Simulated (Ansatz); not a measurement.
Species: CH3O, charge -1, multiplicity 1. 
Coordinates optimised at B3LYP-D3(BJ)/def2-TZVP (Ansatz, an electronic-structure program):
```
C
O 1 1.3204
H 1 1.1462 2 116.58
H 1 1.1462 3 101.52 2 127.77
H 1 1.1462 3 101.52 4 104.45
```
Charge -1, spin multiplicity 1.

Basis-set convergence of Hartree-Fock and CCSD(T) correlation energies (hartree) with Ansatz. Valence correlation only, unless marked. No spin-orbit coupling. No relativistic terms. This anion needs diffuse functions, which these sets lack.

```csv
basis,functions,E(HF),"E(corr, CCSD(T))",rough core time
def2-SVP,43,-114.29967,-0.37051,under 20 s
def2-TZVPP,104,-114.45219,-0.46828,under 20 s
def2-QZVPP,204,?,?,50 s
```

Question: Complete the blanks.

Answer: 
- def2-QZVPP, E(HF): -114.46132
- def2-QZVPP, E(corr, CCSD(T)): -0.50013
